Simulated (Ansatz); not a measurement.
Molecular dynamics of C$_{2}$H$_{5}$O

input.yaml

```yaml
crystal:
  periodic: [false, false, false]
  atoms:
    - { symbol: C, position_ang: [-0.498311, 0.475778, -0.395737] }
    - { symbol: C, position_ang: [0.268057, -0.675854, 0.194668] }
    - { symbol: O, position_ang: [1.098197, 0.237567, 0.928903] }
    - { symbol: H, position_ang: [-1.497399, 0.694921, -0.003371] }
    - { symbol: H, position_ang: [-0.299012, 0.757051, -1.43557] }
    - { symbol: H, position_ang: [0.401228, 1.134763, 0.385858] }
    - { symbol: H, position_ang: [0.841516, -1.281324, -0.528816] }
    - { symbol: H, position_ang: [-0.314276, -1.342902, 0.854067] }
magnetization:
  spin_polarized: true
  initial_magnetization: 1
basis:
  gaussian: { orbitals: def2-SVP }
hamiltonian:
  xc: b3lyp
  dispersion: d4
md:
  timestep: 0.5
  n_steps: 200
  ensemble: nve
  temperature: 300.0
  initial_velocities: maxwell_boltzmann
  seed: 9099
```

Run as:

```bash
$ ansatz run input.yaml --threads 2 --pin off --max-ram 3072MiB --backend cpu --events-out ev --progress --plain --runs-dir out
```

It starts at the highest image of a converged band, a first-order saddle point between two minima.

Output, in part (step lines, the closing report, with atoms numbered from 0):

```
md step     0: t =     0.00 fs  T =   300.0 K  F+E_penalty+E_count = -4196.18506245 eV  E_kin = 0.232668 eV  conserved = -4195.95239445 eV  (29 SCF iters)
md step     1: t =     0.50 fs  T =   291.4 K  F+E_penalty+E_count = -4196.17819311 eV  E_kin = 0.225972 eV  conserved = -4195.95222147 eV  (31 SCF iters)
md step     2: t =     1.00 fs  T =   268.0 K  F+E_penalty+E_count = -4196.15975359 eV  E_kin = 0.207869 eV  conserved = -4195.95188418 eV  (31 SCF iters)
md step     3: t =     1.50 fs  T =   236.5 K  F+E_penalty+E_count = -4196.13487523 eV  E_kin = 0.183387 eV  conserved = -4195.95148796 eV  (32 SCF iters)
md step     4: t =     2.00 fs  T =   204.5 K  F+E_penalty+E_count = -4196.10971635 eV  E_kin = 0.158589 eV  conserved = -4195.95112775 eV  (31 SCF iters)
md step     5: t =     2.50 fs  T =   179.3 K  F+E_penalty+E_count = -4196.08994577 eV  E_kin = 0.139075 eV  conserved = -4195.95087109 eV  (31 SCF iters)
md step     6: t =     3.00 fs  T =   166.2 K  F+E_penalty+E_count = -4196.07963503 eV  E_kin = 0.128882 eV  conserved = -4195.95075271 eV  (30 SCF iters)
md step     7: t =     3.50 fs  T =   167.5 K  F+E_penalty+E_count = -4196.08068268 eV  E_kin = 0.129909 eV  conserved = -4195.95077407 eV  (35 SCF iters)
[... lines left out ...]
Total energy: -4196.84630880 eV, -154.2312571238 hartree
Atom 0 at    -0.523331     0.562439    -0.421281 Å, force    -1.040364    -2.184752     1.963340 eV/Å
Atom 1 at     0.405860    -0.579479     0.120906 Å, force     1.530702     0.660366    -0.546076 eV/Å
Atom 2 at     1.055551     0.111656     1.043471 Å, force     1.219543     0.291884     1.308497 eV/Å
Atom 3 at    -1.017893     0.827261     0.555539 Å, force     0.031826     0.394250    -1.120489 eV/Å
Atom 4 at    -1.165416    -0.122284    -0.954209 Å, force    -1.030258     0.657034    -1.138461 eV/Å
Atom 5 at    -0.099399     1.389952    -0.910587 Å, force     0.775355     1.144958    -0.992932 eV/Å
Atom 6 at     1.132337    -1.127398    -0.577955 Å, force    -1.130581     0.515789     0.106513 eV/Å
Atom 7 at    -0.384587    -1.187561     0.524245 Å, force    -0.356223    -1.479530     0.419609 eV/Å
Dipole moment:    -0.278593    -0.126570    -0.295912 e Å
```

The steps, from the saved trajectory:

| time (fs) | T (K) | potential energy less start (eV) | conserved less start (meV/atom) |
| --- | --- | --- | --- |
| 0 | 300 | 0.000 | 0.00 |
| 3 | 166 | 0.105 | 0.21 |
| 6 | 324 | -0.017 | 0.11 |
| 9 | 757 | -0.354 | 0.08 |
| 12 | 1221 | -0.715 | -0.04 |
| 15 | 1212 | -0.706 | 0.09 |
| 18 | 1303 | -0.779 | -0.04 |
| 21 | 1031 | -0.567 | 0.08 |
| 24 | 951 | -0.506 | -0.06 |
| 27 | 1006 | -0.546 | 0.16 |
| 30 | 1434 | -0.880 | -0.04 |
| 33 | 1515 | -0.942 | 0.10 |
| 36 | 1192 | -0.691 | 0.10 |
| 39 | 507 | -0.159 | 0.26 |
| 42 | 260 | 0.033 | 0.25 |
| 45 | 821 | -0.405 | -0.02 |
| 48 | 1190 | -0.689 | 0.14 |
| 51 | 1272 | -0.754 | 0.03 |
| 54 | 893 | -0.457 | 0.34 |
| 57 | 848 | -0.425 | 0.02 |
| 60 | 703 | -0.310 | 0.30 |
| 63 | 1080 | -0.605 | 0.01 |
| 66 | 1309 | -0.781 | 0.16 |
| 69 | 1418 | -0.867 | 0.03 |
| 72 | 1224 | -0.715 | 0.17 |
| 75 | 1174 | -0.679 | -0.17 |
| 78 | 562 | -0.199 | 0.46 |
| 81 | 978 | -0.526 | 0.00 |
| 84 | 1158 | -0.664 | 0.19 |
| 87 | 1498 | -0.930 | -0.11 |
| 90 | 1073 | -0.597 | 0.26 |
| 93 | 815 | -0.398 | 0.23 |
| 96 | 943 | -0.497 | 0.18 |
| 99 | 1187 | -0.687 | 0.07 |

All steps were run. The conserved energy stayed within 0.5 meV per atom of its start (net change 0.19 meV per atom), so the integration is sound. The kinetic energy rose, since the run started high on the potential surface and went downhill. A run of 0.1 ps of so small a system gives no equilibrium averages.

Between its relaxed ends the band would form O3–H6 and break C1–H6. These pairs go: O3–H6 1.26 → 2.61 Å, C1–H6 1.36 → 1.05 Å. In the last frame they stand as before the step (other bonds may differ from the relaxed reactants and products). It ends as one piece, C2H5O. Pairs count as bonded within 1.25 times the sum of covalent radii (0.12 Å more for H–H).

Last frame:

```xyz
8
Properties=species:S:1:pos:R:3
C -0.523 0.562 -0.421
C 0.406 -0.580 0.121
O 1.056 0.112 1.044
H -1.018 0.827 0.555
H -1.165 -0.122 -0.954
H -0.099 1.390 -0.911
H 1.132 -1.127 -0.578
H -0.385 -1.188 0.524
```

Run time: 4.3 min on 2 threads of Intel(R) Xeon(R) Platinum 8488C (Sapphire Rapids) (shared host), peak memory 0.16 GiB.
